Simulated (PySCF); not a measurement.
PySCF input (M06-2X/def2-TZVPD):

```python
from pyscf import gto, scf, dft

mol = gto.M(
    atom='''
    S    -0.00000000   -0.00000000   -1.55168481
    C     0.00000000    0.00000000    0.00000000
    S     0.00000000    0.00000000    1.55168481
    ''',
    basis='def2-tzvpd',
    charge=1,
    spin=1,
    symmetry='D2h',
    verbose=4,
)

mf = dft.UKS(mol, xc='m062x').density_fit(auxbasis='def2-universal-jkfit')
mf.grids.level = 4
mf.conv_tol = 1e-9
mf.max_cycle = 100
mf.max_memory = 1500
mf.kernel()
if not mf.converged:
    mf = mf.newton()
    mf.kernel(mf.make_rdm1())
mf.analyze()
```

End of the output:

```
Extra cycle  E= -834.105802565293  delta_E= -3.64e-12  |g|= 1.03e-06  |ddm|= 3.88e-06
converged SCF energy = -834.105802565293  <S^2> = 0.79013046  2S+1 = 2.0397357
**** SCF Summaries ****
Total Energy =                        -834.105802565292947
Nuclear Repulsion Energy =             109.130866270708680
One-electron Energy =                -1357.251068729789495
Two-electron Energy =                  414.014399893787868
Two-electron Coulomb Energy =          470.431007929135149
DFT Exchange-Correlation Energy =      -56.416608035347252
HOMO-LUMO gap [eV] =                     3.994404388248071
Wave-function symmetry = B3g
alpha occupancy for each irrep:     Ag  B1g  B2g  B3g   Au  B1u  B2u  B3u
                                     6    0    2    2    0    5    2    2
beta  occupancy for each irrep:     Ag  B1g  B2g  B3g   Au  B1u  B2u  B3u
                                     6    0    2    1    0    5    2    2
**** MO energy ****
alpha MO #1 (Ag #1), energy= -90.2330748130295 occ= 1
alpha MO #2 (B1u #1), energy= -90.2330645568974 occ= 1
alpha MO #3 (Ag #2), energy= -10.9144724550726 occ= 1
alpha MO #4 (B1u #2), energy= -8.58628863367727 occ= 1
alpha MO #5 (Ag #3), energy= -8.58628242565974 occ= 1
alpha MO #6 (B3g #1), energy= -6.51162762737106 occ= 1
alpha MO #7 (B2u #1), energy= -6.51161560631221 occ= 1
alpha MO #8 (B1u #3), energy= -6.50366839155922 occ= 1
alpha MO #9 (Ag #4), energy= -6.50365152189923 occ= 1
alpha MO #10 (B2g #1), energy= -6.50082897033016 occ= 1
alpha MO #11 (B3u #1), energy= -6.50081852397797 occ= 1
alpha MO #12 (Ag #5), energy= -1.22156289491323 occ= 1
alpha MO #13 (B1u #4), energy= -1.13089647646546 occ= 1
alpha MO #14 (Ag #6), energy= -0.842635035906994 occ= 1
alpha MO #15 (B1u #5), energy= -0.752286819051609 occ= 1
alpha MO #16 (B2u #2), energy= -0.721435208825287 occ= 1
alpha MO #17 (B3u #2), energy= -0.708216378486181 occ= 1
alpha MO #18 (B3g #2), energy= -0.609059780721708 occ= 1
alpha MO #19 (B2g #2), energy= -0.585256403341173 occ= 1
alpha MO #20 (B2u #3), energy= -0.292107540022403 occ= 0
alpha MO #21 (B3u #3), energy= -0.281056712157596 occ= 0
alpha MO #22 (Ag #7), energy= -0.155033781595021 occ= 0
alpha MO #23 (Ag #8), energy= -0.145548133599454 occ= 0
alpha MO #24 (B1u #6), energy= -0.107674956522658 occ= 0
alpha MO #25 (B2u #4), energy= -0.103639025971681 occ= 0
alpha MO #26 (B3u #4), energy= -0.0999722181342051 occ= 0
alpha MO #27 (B1u #7), energy= -0.079098340567608 occ= 0
alpha MO #28 (B3g #3), energy= -0.0717688578325184 occ= 0
alpha MO #29 (B2g #3), energy= -0.0685174570480847 occ= 0
alpha MO #30 (Ag #9), energy= -0.0628300697583334 occ= 0
alpha MO #31 (B1g #1), energy= -0.0606657621305419 occ= 0
alpha MO #32 (Ag #10), energy= -0.0603560129603093 occ= 0
alpha MO #33 (B1u #8), energy= 0.00110540415186199 occ= 0
alpha MO #34 (Au #1), energy= 0.00138447047744659 occ= 0
alpha MO #35 (B1u #9), energy= 0.0138656887982276 occ= 0
alpha MO #36 (Ag #11), energy= 0.0364867706327736 occ= 0
alpha MO #37 (B2u #5), energy= 0.0405298052684344 occ= 0
alpha MO #38 (B3g #4), energy= 0.0414486371655247 occ= 0
alpha MO #39 (B3u #5), energy= 0.0414860598886282 occ= 0
alpha MO #40 (B2g #4), energy= 0.0471816839970902 occ= 0
alpha MO #41 (Ag #12), energy= 0.0709212563285888 occ= 0
alpha MO #42 (B1u #10), energy= 0.147457713095289 occ= 0
alpha MO #43 (Ag #13), energy= 0.15598103515344 occ= 0
alpha MO #44 (B1g #2), energy= 0.156105203410702 occ= 0
alpha MO #45 (B2u #6), energy= 0.158052806114016 occ= 0
alpha MO #46 (B3u #6), energy= 0.162998256732404 occ= 0
alpha MO #47 (B3g #5), energy= 0.16470641170014 occ= 0
alpha MO #48 (B2g #5), energy= 0.169520231392113 occ= 0
alpha MO #49 (Ag #14), energy= 0.173197689463306 occ= 0
alpha MO #50 (B1u #11), energy= 0.244585498128998 occ= 0
alpha MO #51 (B3g #6), energy= 0.263739562000506 occ= 0
alpha MO #52 (Ag #15), energy= 0.264067847939391 occ= 0
alpha MO #53 (B1g #3), energy= 0.264347347170389 occ= 0
alpha MO #54 (B2g #6), energy= 0.268746493897071 occ= 0
alpha MO #55 (Ag #16), energy= 0.288345961381307 occ= 0
alpha MO #56 (B1u #12), energy= 0.293880319914834 occ= 0
alpha MO #57 (Au #2), energy= 0.294052167197997 occ= 0
alpha MO #58 (B2u #7), energy= 0.342730764209501 occ= 0
alpha MO #59 (B3u #7), energy= 0.350892743017001 occ= 0
alpha MO #60 (Ag #17), energy= 0.383259163952289 occ= 0
alpha MO #61 (B1u #13), energy= 0.429968549098319 occ= 0
alpha MO #62 (B2u #8), energy= 0.440276195538498 occ= 0
alpha MO #63 (B3u #8), energy= 0.446547430369687 occ= 0
alpha MO #64 (B3g #7), energy= 0.568152007578917 occ= 0
alpha MO #65 (B2g #7), energy= 0.572538758323891 occ= 0
alpha MO #66 (Ag #18), energy= 0.65016986757524 occ= 0
alpha MO #67 (B1g #4), energy= 0.68271215416813 occ= 0
alpha MO #68 (Ag #19), energy= 0.683136366065746 occ= 0
alpha MO #69 (B1u #14), energy= 0.725085085851479 occ= 0
alpha MO #70 (Ag #20), energy= 0.932006730262007 occ= 0
alpha MO #71 (B1u #15), energy= 0.947583743302101 occ= 0
alpha MO #72 (B3g #8), energy= 1.00088201303305 occ= 0
alpha MO #73 (B2g #8), energy= 1.01219220898608 occ= 0
alpha MO #74 (Ag #21), energy= 1.04617854062464 occ= 0
alpha MO #75 (B2u #9), energy= 1.30953442650806 occ= 0
alpha MO #76 (B3u #9), energy= 1.32511319939591 occ= 0
alpha MO #77 (B1u #16), energy= 1.33167962195716 occ= 0
alpha MO #78 (Au #3), energy= 1.33339276826649 occ= 0
alpha MO #79 (B1u #17), energy= 1.34306126580145 occ= 0
alpha MO #80 (Ag #22), energy= 1.34318018225891 occ= 0
alpha MO #81 (B1g #5), energy= 1.34339633411211 occ= 0
alpha MO #82 (Au #4), energy= 1.35809000770333 occ= 0
alpha MO #83 (B1u #18), energy= 1.36347250180042 occ= 0
alpha MO #84 (B2u #10), energy= 1.3662119733047 occ= 0
alpha MO #85 (B3u #10), energy= 1.36809946049364 occ= 0
alpha MO #86 (B2u #11), energy= 1.38260849045419 occ= 0
alpha MO #87 (B3u #11), energy= 1.3828272539248 occ= 0
alpha MO #88 (B3g #9), energy= 1.39268255304666 occ= 0
alpha MO #89 (B2g #9), energy= 1.39288617166511 occ= 0
alpha MO #90 (B3g #10), energy= 1.40851087888622 occ= 0
alpha MO #91 (B2g #10), energy= 1.42607791359102 occ= 0
alpha MO #92 (Ag #23), energy= 1.49182307591445 occ= 0
alpha MO #93 (B1u #19), energy= 1.5092640582446 occ= 0
alpha MO #94 (Ag #24), energy= 1.61495184535753 occ= 0
alpha MO #95 (B1g #6), energy= 1.6153678683638 occ= 0
alpha MO #96 (B2u #12), energy= 1.67072239492289 occ= 0
alpha MO #97 (B3u #12), energy= 1.6861633279081 occ= 0
alpha MO #98 (Ag #25), energy= 1.71283855663511 occ= 0
alpha MO #99 (B3g #11), energy= 1.81857869734214 occ= 0
alpha MO #100 (B2g #11), energy= 1.83305372746074 occ= 0
alpha MO #101 (B2u #13), energy= 1.88455913056481 occ= 0
alpha MO #102 (B3u #13), energy= 1.90233482585944 occ= 0
[...]
```
